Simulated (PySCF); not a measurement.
Gas-phase reaction: 2 B + 6 H + N₂H₂ = 2 H₂BNH₂

Method: PySCF energies plus ideal-gas RRHO corrections (1 bar). † marks an energy on the PBE0/def2-TZVP geometry and frequencies; other levels use their own. MP2 and CCSD(T) freeze the core. Open shells (unrestricted): B (multiplicity 2, electronic degeneracy 6), H (multiplicity 2); the rest are closed-shell singlets. Spin-orbit splitting is ignored; it lowers the true energy and changes the entropy of B. B3LYP is the form with VWN-RPA correlation. H₂BNH₂: computed as isolated molecules; such fragments, hydroxides, amides, oligomers or adducts are transient or little studied in the gas. MP2 isn't extrapolated to the basis-set limit; its ΔH°(298 K) is -2727.4 kJ in def2-SVP and -2779.8 kJ in def2-TZVPP. CCSD(T) isn't extrapolated to the basis-set limit; its ΔH°(298 K) is -2716.6 kJ in def2-SVP and -2766.7 kJ in def2-TZVPP. The harmonic model lacks anharmonicity and excited electronic states, which grow with temperature; levels with a mode under 35 cm⁻¹ are left out.

```
level              ΔE electronic, kJ  ΔH°(298 K), kJ  ΔS°(298 K), J/K  ΔG°(800 K), kJ
-----------------  -----------------  --------------  ---------------  --------------
B3LYP/def2-TZVP†               -2974           -2834             -757           -2204
BLYP/def2-TZVP†                -2922           -2782             -757           -2152
CCSD(T)/def2-SVP†              -2856           -2717             -757           -2087
MP2/def2-SVP†                  -2867           -2727             -757           -2097
PBE/def2-TZVP†                 -2938           -2798             -757           -2168
PBE0/def2-QZVP†                -2959           -2819             -757           -2189
PBE0/def2-TZVP                 -2952           -2812             -757           -2182
```
ΔH° is lowest at B3LYP/def2-TZVP† and highest at CCSD(T)/def2-SVP†. No reference value is set beside these.
